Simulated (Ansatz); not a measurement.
**[H···H···CH3], doublet along the distance H1-H2**

Starting geometry:

```tsv
atom	x (Å)	y (Å)	z (Å)
H	-1.8667	0.0000	0.0000
H	-1.1217	0.0000	0.0000
C	0.2003	0.0000	0.0000
H	0.2003	-1.0800	0.0000
H	0.2003	0.5400	0.9353
H	0.2003	0.5400	-0.9353
```

From there H2 is moved from one fragment to the other while all else, the fragments' distance too, stays fixed; atoms are numbered as listed. Energies are in eV, counted from the starting geometry at the same level.

Basis cc-pVDZ; Ansatz 0.2.0. Correlated methods freeze the noble-gas cores. R marks a restricted (for open shells ROHF) determinant, U an unrestricted one. Active spaces: valence = (9e, 9o) chosen from the atoms' valence shells.

Runs in a small pair space aren't shown, since their orbitals change along the scan.

Full CI isn't at hand for all of this; UCCSDT(Q) serves as the reference, and is uncertain by about the last step of the cluster series. The frozen core follows each run's orbitals, which can shift R against U totals by a few meV.

```
distance H1-H2 (Å)  UCCSDT(Q)  error RHF  error UMP2  error BCCD(T)  error NEVPT2 (valence space)  error NEVPT4(SD) (valence space)  error MRCISD (valence space)
             0.693      0.093     -0.090      -0.005         -0.001                         0.003                             0.002                        -0.001
             0.745      0.000      0.000       0.000          0.000                         0.000                             0.000                         0.000
             0.778     -0.019      0.053       0.000          0.000                        -0.002                            -0.001                         0.001
             0.811     -0.017      0.098      -0.003          0.001                        -0.003                            -0.001                         0.001
             0.844      0.000      0.126      -0.011          0.001                        -0.003                            -0.002                         0.001
             0.878      0.032      0.132      -0.023          0.001                        -0.003                            -0.002                         0.001
             0.911      0.075      0.114      -0.039          0.000                        -0.003                            -0.001                         0.001
             0.944      0.134      0.077      -0.057          0.000                        -0.003                            -0.001                         0.000
             0.977      0.213      0.029      -0.076          0.000                        -0.002                             0.000                         0.000
```

Errors are those of relative energies. In total energy the starting point itself misses UCCSDT(Q) by: RHF 5.717, UMP2 0.932, BCCD(T) 0.020, NEVPT2 (valence space) 0.812, NEVPT4(SD) (valence space) 0.087, MRCISD (valence space) 0.151 eV.

Spread of the error over the points with a reference, to 0.977 Å (largest less smallest): BCCD(T) 0.001, MRCISD (valence space) 0.003, NEVPT4(SD) (valence space) 0.003, NEVPT2 (valence space) 0.006, UMP2 0.076, RHF 0.222 eV.
